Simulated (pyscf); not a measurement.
**Atom transfer: cyclic H₅O₃Si₃ (SMILES O1[SiH]O[SiH2]O[SiH2]1) [doublet] + F–CH₂–F -> cyclic H₅FO₃Si₃ (SMILES F[SiH]1O[SiH2]O[SiH2]O1) + •H₂C–F**

Gas phase, doublet surface, charge 0. Bonds broken: F13–C14. Bonds formed: Si1–F13. PySCF, gas phase, ωB97X-D3(BJ)/def2-SVP geometries.

Transition state (Å):

```xyz
16

Si    -0.5670    -0.2488     1.9440
O      1.0532    -0.6034     1.7143
Si     1.9461    -0.2551     0.3596
O      0.8690     0.0487    -0.8815
Si    -0.7661    -0.2516    -1.0138
O     -1.3313    -0.6242     0.4999
H      0.4795     2.5207    -0.3199
H     -1.0808    -1.2145     2.9710
H      2.7549     0.9732     0.5569
H      2.8012    -1.4185     0.0219
H     -1.4055     0.9905    -1.5241
H     -1.0134    -1.3913    -1.9288
F     -0.3708     1.6581     1.5390
C      0.2439     2.9862     0.6431
F      1.3110     3.3710     1.3175
H     -0.5931     3.6891     0.7061
```

One imaginary mode, 1138i cm⁻¹; descent along it reached the two sides named, in the forms told below.

```tsv
bond	change	reactant side (Å)	saddle	product side
F13–C14	breaks	1.366	1.716	3.1
Si1–F13	forms	3.1	1.959	1.622
```

Electronic energies relative to the separated reactants (kcal/mol):

| level | barrier | reaction energy | reverse barrier |
|---|---|---|---|
| ωB97X-D3(BJ)/def2-TZVP | 27.5 | -41.4 | 68.9 |
| PBE/def2-TZVP | 17.2 | -35.7 | 53.0 |
| r²SCAN/def2-TZVP | 17.6 | -41.8 | 59.4 |
| B3LYP-D3(BJ)/def2-TZVP | 20.1 | -41.0 | 61.2 |
| PBE0-D3(BJ)/def2-TZVP | 22.8 | -38.7 | 61.5 |
| M06-2X/def2-TZVP | 26.2 | -41.0 | 67.2 |
| ωB97M-D3(BJ)/def2-TZVP | 24.6 | -42.7 | 67.3 |
| HF/def2-TZVP | 52.6 | -47.1 | 99.7 |

With ωB97M-D3(BJ)/def2-TZVP energies and thermal terms (ideal gas, 1 atm, RRHO with modes under 100 cm⁻¹ raised to 100, one conformer, R ln 2 for chiral ones without a mode under 150 cm⁻¹), in kcal/mol:

| T (K) | ΔH‡ | ΔG‡ | ΔH | ΔG |
|---|---|---|---|---|
| 298 | 23.7 | 35.6 | -44.3 | -44.3 |
| 600 | 24.8 | 47.3 | -43.6 | -44.5 |
| 900 | 25.7 | 58.4 | -43.2 | -45.1 |
| 1200 | 26.5 | 69.2 | -43.0 | -45.8 |

On the product side the descent ends in a complex (not fully relaxed), 4.3 kcal/mol under the separated species and 73.2 kcal/mol under the saddle at ωB97X-D3(BJ)/def2-TZVP. This is the saddle that the search found; another between the same sides may lie lower. The angle at the transferred F is 154°.
